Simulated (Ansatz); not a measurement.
A structure relaxed at PBE0-D4/def2-TZVP, charge 0, multiplicity 2:

```xyz
5

N    -0.232    0.456   -0.317
B     0.754   -0.090    0.474
Cl    0.720   -1.717    1.106
H    -0.180    1.398   -0.665
H    -1.062   -0.047   -0.598
```

(1) Give its formula and SMILES.

(2) Point group (tolerance 0.08 Å, 0.16 Å for H)?

(3) Summarise the bond lengths by kind.

Answers

(1) BClH2N, `N[B]Cl`.

(2) Cs.

(3) 1 × B–N 1.376 Å; 2 × H–N 1.005 to 1.010 Å; 1 × B–Cl 1.746 Å.

Results of the Gaussian-basis code of Ansatz.
